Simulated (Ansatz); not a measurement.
The input, for Ansatz 0.2.0:

```yaml
crystal:
  periodic: [false, false, false]
  atoms:
    - {symbol: C, position_ang: [-0.132027, 0.000000, 0.000000]}
    - {symbol: H, position_ang: [-0.495233, 1.027301, 0.000000]}
    - {symbol: H, position_ang: [-0.495233, -0.513650, 0.889668]}
    - {symbol: H, position_ang: [-0.495233, -0.513650, -0.889669]}
    - {symbol: H, position_ang: [1.076973, 0.000000, 0.000000]}
    - {symbol: H, position_ang: [1.981973, 0.000000, 0.000000]}
basis:
  gaussian: {orbitals: cc-pVDZ}
magnetization: {spin_polarized: true, initial_magnetization: 1}
hamiltonian: {xc: {name: PBE}}
correlation: {method: rpa, electrons: outside_noble_gas}
```

```sh
$ ansatz run in.yaml --threads 1 --pin off --events-out ev --progress --plain --max-ram 2393MiB
```

Output:

```
345 factors; integrals over basis functions are off by at most 1.4e-3 eV
mean field evaluation 1: about -1108.2145 eV, gradient 3.3e1 eV
mean field evaluation 2: about -1108.2104 eV, gradient 3.3e1 eV
mean field evaluation 4: about -1113.5341 eV, gradient 2.9e0 eV
mean field evaluation 8: about -1113.5930 eV, gradient 4.7e-2 eV
mean field evaluation 16: about -1113.5930 eV, gradient 4.0e-6 eV
mean field -1113.59302389 eV, -40.9237888076 hartree, gradient 4.0e-6 eV, S^2 0.753403; 0 other end points of the search recorded, 0 dependent functions left out
1 core orbitals not correlated: weight in the atoms' cores, before any rotation towards them, 1.000 or more for the frozen orbitals, at most 0.000 for the correlated occupied ones
reference -1106.05845942 eV, -40.6468986704 hartree; 5, 4 occupied and 33, 34 virtual orbitals, 345 factors
Total energy: -1114.82767957 eV, -40.9691615670 hartree
```

Ran on 1 thread of Intel Xeon 6975P-C, shared host: 0.6 s wall, 0.15 GiB peak host memory.
